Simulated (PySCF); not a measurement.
Orbital energies, ionisation energy and electron affinity

Sulfuryl chloride fluoride, ClFO₂S.
SMILES with atom numbers: `[O:1]=[S:2](=[O:3])([F:4])[Cl:5]`

Structure used (PBE0-D3(BJ)/def2-SVP), in Å, numbered top down from 1:
```
atom  x, y, z in Å
O1     0.2048   -1.0983   -1.0793
S2     0.0028   -0.2233    0.0339
O3     0.0392   -0.6326    1.4038
F4    -1.3873    0.5070   -0.1946
Cl5    1.1799    1.4158   -0.2013
```

Level: wB97X-D/def2-SVPD (PySCF). Frontier orbitals with their largest atomic shares (Löwdin; up to four atoms above 4 %):

| orbital | ε (eV) | main atoms |
| --- | --- | --- |
| HOMO−3 | -13.51 | Cl5 37 %, O3 24 %, O1 24 %, S2 12 % |
| HOMO−2 | -12.81 | O3 39 %, O1 39 %, F4 10 %, S2 6 % |
| HOMO−1 | -12.67 | Cl5 75 %, O1 8 %, O3 7 %, F4 6 % |
| HOMO | -12.14 | ? |
| LUMO | -1.06 | Cl5 46 %, S2 26 %, O3 10 %, O1 10 % |
| LUMO+1 | 1.40 | S2 39 %, F4 18 %, O1 16 %, O3 16 % |
| LUMO+2 | 1.68 | S2 50 %, Cl5 21 %, O3 12 %, O1 12 % |

**Question.** What vertical ionisation energy does ΔSCF give, and how far is −ε(HOMO) from it?

**Answer.** ΔSCF: 12.82 eV (1237 kJ/mol; threshold wavelength 96.7 nm); ⟨S²⟩ of the doublet left behind is 0.764, against 0.75 for a pure doublet. −ε(HOMO) is 12.14 eV, 0.68 eV below it. In exact Kohn–Sham theory the two would be equal; wB97X-D (range-separated hybrid) falls short of its own ΔSCF value by 5 %. Holes in the HOMO−1 and HOMO−2 were tried too where these lie within 1.2 eV of the HOMO; the lowest converged state counts.

**Question.** On which atoms does the HOMO lie?

**Answer.** Cl5 (chlorine bonded to S) 51 %, O1 (sulfonyl oxygen) 24 %, O3 (sulfonyl oxygen) 24 %. The HOMO−1 lies 0.53 eV lower.

**Question.** And the vertical electron affinity, the fundamental gap, Mulliken's electronegativity and the hardness (with the factor ½)?

**Answer.** EA = 0.59 eV by ΔSCF (−ε(LUMO) = 1.06 eV). IE − EA = 12.23 eV against an orbital gap of 11.08 eV; (IE + EA)/2 = 6.71 eV; (IE − EA)/2 = 6.12 eV. Parr's electrophilicity index (IE + EA)²/[8(IE − EA)] is 1.84 eV.

**Question.** Shift the occupied levels rigidly so that −ε(HOMO) equals the ΔSCF value. What binding energies result?

**Answer.** The shift is +0.68 eV: HOMO 12.82, HOMO−1 13.35, HOMO−2 13.49, HOMO−3 14.19 eV. A rigid shift is only a rough guide to the deeper ionisations.

**Question.** With α = 42.8 au, estimate the like-pair dispersion coefficient by London's formula C6 = (3/4)α²I.

**Answer.** I = 0.4712 Eh, so C6 ≈ 648 au, a rough estimate.

Geometry: PBE0-D3(BJ)/def2-SVP; no solvent, vibrations or thermal averaging.

wB97X-D is run here without its empirical dispersion term; that term would change no orbital, density or response property at a fixed geometry.
